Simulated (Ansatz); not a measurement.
Reaction (hydrogenolysis of a Mg–C bond): `[CH3][Mg][Cl]` + H₂ → `[MgH][Cl]` + CH₄

Calculated with Ansatz (gas phase, PBE0-D4/def2-TZVP geometries, no zero-point term in ΔE). CCSD(T)/CBS is the MP2 limit (def2-TZVPP, def2-QZVPP) plus CCSD(T) − MP2 in def2-TZVPP, frozen cores. This one scheme is used for every species. Functionals use def2-TZVPP. For Mg outer-core shells are correlated without core-valence functions, which leaves a few kJ/mol of doubt a bond.

`[CH3][Mg][Cl]`:

Cartesian coordinates in Å:
```
C 0.347 0.777 0.079
Mg -0.492 -1.102 -0.112
Cl -1.383 -3.095 -0.316
H -0.407 1.563 -0.015
H 1.105 0.956 -0.689
H 0.831 0.901 1.052
```

H₂:

Z-matrix (Å, degrees):
```
H
H 1 0.746
```

`[MgH][Cl]`:

```xyz
3

Mg   -0.003   -0.027    0.165
Cl    0.033    0.321   -1.994
H    -0.030   -0.294    1.829
```

CH₄:

Z-matrix (Å, degrees):
```
C
H 1 1.090
H 1 1.090 2 109.5
H 1 1.090 2 109.5 3 -120.0
H 1 1.090 2 109.5 3 120.0
```

CCSD(T)/CBS gives -7.4 kcal/mol.

**Question.** Another level gave -8.9 kcal/mol. Which?
A. BHLYP/def2-TZVPP
B. MP2/def2-TZVPP
C. CCSD/def2-TZVPP
D. CCSD(T)/def2-TZVPP

**Answer.** D. CCSD(T)/def2-TZVPP -8.9, BHLYP -11.9, MP2/def2-TZVPP -7.3, CCSD/def2-TZVPP -10.0 kcal/mol.

Largest T1 diagnostic among the species: 0.007.

In def2-TZVPP, CCSD(T) changes the Hartree–Fock value by +6.4 kcal/mol (the triples alone add +1.1 kcal/mol) and MP2 by +8.1 kcal/mol. From PBE to PBE0 (25 % exact exchange), in def2-TZVPP and without D4, ΔE moves by −1.3 kcal/mol. Leaving LDA and LC-ωPBE aside and taking each functional with its dispersion term where it has one, the values, not all of them listed here, spread over 6.3 kcal/mol, from B97M-V to revPBE-D4.
